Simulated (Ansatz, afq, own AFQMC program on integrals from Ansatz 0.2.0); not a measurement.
# Atomization energy of SiCl₂, singlet, worked out

```json
{"atom": "Cl", "x (Å)": "0.2952", "y (Å)": "1.6158", "z (Å)": "0.3401"}
{"atom": "Si", "x (Å)": "-0.7742", "y (Å)": "-0.0105", "z (Å)": "-0.4243"}
{"atom": "Cl", "x (Å)": "0.4791", "y (Å)": "-1.6053", "z (Å)": "0.0842"}
```

Connectivity, by distances: Cl–Si–Cl.

Basis def2-TZVP. Noble-gas cores (and the filled d shells of Ga–Kr and In–Xe) are frozen. Ansatz 0.2.0 and our own AFQMC program on the same integrals; the CISD trial comes from CCSD amplitudes, and released means the phaseless constraint is let go. Error bars are statistical, one sigma.

Total energies in eV. CBS is CCSD(T) at the limit of def2-TZVPP/QZVPP (extrapolated itself); the highest rung of each member is named.

Cautions: SiCl₂ (singlet): restricted determinant unstable towards unrestricted (UHF 5 meV lower, ⟨S²⟩ 0.09), its ph-AFQMC/CISD value lies 17 ± 6 meV above CCSDT(Q).

| member | count | CCSD(T)/def2-TZVP | highest rung in def2-TZVP | which | CCSD(T)/CBS |
| --- | --- | --- | --- | --- | --- |
| Cl (doublet) | +2 | -12508.0402 | -12508.0635 | CCSDTQ | -12509.3582 |
| Si (triplet) | +1 | -7862.0972 | -7862.1201 | FCI | -7862.5000 |
| SiCl₂, singlet | -1 | -32886.7073 | -32886.7796 | CCSDT(Q) | -32890.2460 |

**Question.** Work out the best estimate of the atomization energy: the CCSD(T)/CBS difference plus the step from CCSD(T) to the highest rung.

**Answer.** Sums with the counts: CCSD(T)/CBS 9.0296 eV, highest rung 8.5325 eV, CCSD(T)/def2-TZVP 8.5297 eV. The step is 8.5325 − 8.5297 = 0.0028 eV, so the best estimate is 9.0296 + (0.0028) = 9.0324 eV. The basis set is worth 0.500 eV of it. Zero-point, core-correlation and spin–orbit terms aren't in it. Past Ne the Hartree–Fock part of each CBS total tends to overshoot, since the cores don't follow the formula; that largely cancels in the difference.

Best estimates are given only where the step beyond CCSD(T) is under 0.3 eV and no member's determinant is very poor (T1 over 0.05, or 0.07 for open shells, ⟨S²⟩ too high by 0.3, two states mixed), so the hardest cases are missing from such tables.

CCSDT and higher add their correlation energy to the determinant of the CCSD(T) run, since their own runs factorise the integrals more tightly (a shift of under 2 meV). Each member of a difference takes its own highest rung, so a best estimate needn't equal the limit plus the step of one row.
